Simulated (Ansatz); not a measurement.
# SiHO (quartet): wave-function methods side by side, def2-TZVPP

The task here is to estimate one member of a computed series from the others.

Method: def2-TZVPP, core rule «outside noble gas», up to 6 orbitals frozen; program: Ansatz 0.2.0, Gaussian basis.

The runs, in order: UHF; ROHF; CCSD(T) on UHF.

### The geometry

The geometry is a PBE0/def2-TZVP stationary point (not a proven minimum).

3 atoms, charge 0, spin multiplicity 4.

Atoms are counted from 1 here; the program's logs count them from 0.

Bond lengths: Si1–O2 1.728 Å, Si1–H3 1.496 Å. Angles: O2–Si1–H3 115.5°.

The first run:

The input, in.yaml:

```yaml
crystal:
  periodic: [false, false, false]
  atoms:
    - {symbol: Si, position_ang: [0.000000, -0.094440, 0.592147]}
    - {symbol: O, position_ang: [0.000000, 0.091474, -1.126196]}
    - {symbol: H, position_ang: [0.000000, 1.179495, 1.376770]}
basis:
  gaussian: {orbitals: def2-TZVPP}
magnetization: {spin_polarized: true, initial_magnetization: 3}
hamiltonian: {xc: hf}
output: {orbitals: {seedname: orbitals}}
```

Started as:

```bash
$ ansatz run in.yaml --threads 1 --pin off --events-out ev --progress --plain --max-ram 2816MiB --backend cpu
```

Steps of the session up to this table: UHF; ROHF; CCSD(T) on UHF.

One table of the session follows, with a row left open; its other results are not shown here.

```
  method  from UCCSD(T) (meV)
    ROHF                    ?
     UHF              +8067.0
    UMP2               +988.3
   UCCSD               +261.3
UCCSD(T)                    0
```

Estimate the missing values for ROHF.

As computed: from UCCSD(T) (meV): +8260.0. In the column «from UCCSD(T) (meV)» it is the highest.

With the free atoms at the same levels and basis (separate runs), the atomisation energy is 5.473 eV at UCCSD(T), 3.975 eV at ROHF.
